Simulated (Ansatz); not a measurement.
Species: CH4, SMILES `C` (charge 0, multiplicity 1).

Question: Give a relaxed geometry from PBE0-D4/def2-TZVP in Ansatz (a first-principles code).

Answer: the end point of this relaxation (outside a Z-matrix the atoms follow the SMILES, hydrogens last).
Z-matrix (Å, degrees):
```
C
H 1 1.0896
H 1 1.0896 2 109.47
H 1 1.0896 2 109.47 3 120.00
H 1 1.0896 2 109.47 4 120.00
```
